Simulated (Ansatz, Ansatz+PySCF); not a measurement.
```json
{"atom": "H", "x (Å)": "0.0000", "y (Å)": "0.0000", "z (Å)": "-0.8944"}
{"atom": "F", "x (Å)": "0.0000", "y (Å)": "0.0000", "z (Å)": "0.0994"}
```

RHF-MP2 on singlet HF was run in several spherical basis sets with Ansatz (development build ahead of 0.2.0). Frozen core: 1 orbital.

Question: Rank the basis sets by the total energy that they give, lowest first, with the distance from the lowest.
A. def2-TZVP
B. def2-SVP
C. cc-pVTZ
D. 6-31G(d)
E. cc-pVDZ

Answer: A (0.00 eV), C (0.03 eV), E (2.98 eV), D (4.06 eV), B (5.41 eV).

Totals follow the description of the cores as much as that of the bonds, so this order isn't one of quality for chemistry.
